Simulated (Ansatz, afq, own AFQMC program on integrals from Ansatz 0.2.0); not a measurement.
## BSiH3, triplet in aug-cc-pVDZ, levels against CCSDT(Q)

```xyz
5

Si    0.0000    0.0000    0.5052
B     0.0000    0.0000   -1.3160
H     0.0000    1.2660    1.2662
H     0.0000   -1.2660    1.2662
H     0.0000    0.0000   -2.4954
```

Connectivity, by distances: SiH2–BH.

Basis aug-cc-pVDZ. Noble-gas cores (and the filled d shells of Ga–Kr and In–Xe) are frozen. Ansatz 0.2.0 and our own AFQMC program on the same integrals; the CISD trial comes from CCSD amplitudes, and released means the phaseless constraint is let go. Error bars are statistical, one sigma.

Determinant: UHF, the one that the program's search chose, which needn't be the lowest solution. The geometry is a PBE0/def2-TZVP stationary point of this or a neighbouring charge and spin state.

No full CI on the walks' own integrals is used here; CCSDT(Q) serves as the reference and is uncertain by about the last step of the cluster series.

Cautions: another spin lies lower (by 807 meV); the released energies move by 1.5 errors or more from one time to the next, so no released level is given (meV from the phaseless value at times in 1/Eh: -6 ± 4 at 0.24, -7 ± 4 at 0.51, -7 ± 3 at 0.99, -2 ± 4 at 1.62, -9 ± 4 at 2.40), though the last usable value meets CCSDT(Q) within the noise.

The T1 diagnostic is 0.0143, the weight of the determinant in the CISD state is 0.888 and the ⟨S²⟩ of the determinant is 2.016. The size of the correlated space is 10 electrons in 71 orbitals.

```json
{"level": "MP2", "correlation energy (eV)": "-4.2512"}
{"level": "CCSD", "correlation energy (eV)": "-5.2776"}
{"level": "CCSD(T)", "correlation energy (eV)": "-5.4316"}
```

Task: Estimate where phaseless AFQMC with a CISD trial lies against CCSD(T) on the same integrals.

Result: 1.36 ± 0.16 mEh below CCSD(T).

Reference: CCSDT(Q), correlation energy -5.473 eV.

| level | E − E(reference) (mEh) | share of correlation (%) |
| --- | --- | --- |
| CCSD(T) | 1.52 | 99.24 |
| CCSDT | 0.25 | 99.88 |
| ph-AFQMC/CISD | 0.16 ± 0.16 | 99.92 |

A walk keeps the symmetry of its determinant, which the program's search chose and which needn't be the lowest solution, so a lower state of the same spin and another symmetry isn't excluded.
